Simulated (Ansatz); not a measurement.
Compare A (`C=C=CN=C`) with its isomer B (`C/C=C/C#N`).

Calculated with Ansatz (gas phase, PBE0-D4/def2-TZVP geometries, no zero-point term in ΔE). CCSD(T)/CBS is the MP2 limit (def2-TZVPP, def2-QZVPP) plus CCSD(T) − MP2 in def2-TZVPP, frozen cores. This one scheme is used for every species. DFT in def2-TZVPP. B3LYP here is the variant with VWN-RPA as its local correlation; programs differ in this. Each species was taken in one conformer, which may not be the lowest.

Which is lower in electronic energy at CCSD(T)/CBS, and by how much? (Best estimate.)

The calculation gave: B, by 41.9 kcal/mol.

Give E(B) − E(A) in kcal/mol with B3LYP-D4, CCSD/def2-TZVPP, BLYP-D4, CCSD(T)/def2-SVP, B2PLYP, r2SCAN-D4, ωB97M-V. (Best estimate.)

Computed: B3LYP-D4 -37.9, CCSD/def2-TZVPP -43.5, BLYP-D4 -36.1, CCSD(T)/def2-SVP -43.9, B2PLYP -41.8, r2SCAN-D4 -38.4, ωB97M-V -40.7. None reverses the order clearly.

Does the order hold for the free energy at 298.15 K (harmonic terms from PBE0-D4)? (Best estimate.)

The calculation gave: Yes: G(B) − G(A) = -40.9 kcal/mol, for one conformer each.

Largest T1 diagnostic: 0.013.

From BLYP to BHLYP (50 % exact exchange), in def2-TZVPP and without D4, E(B) − E(A) moves by −4.4 kcal/mol. Leaving LDA and LC-ωPBE aside and taking each functional with its dispersion term where it has one, the values, not all of them listed here, spread over 7.1 kcal/mol, from PBE-QIDH to PBE-D4. LDA lies +2.6 kcal/mol from PBE without D4.
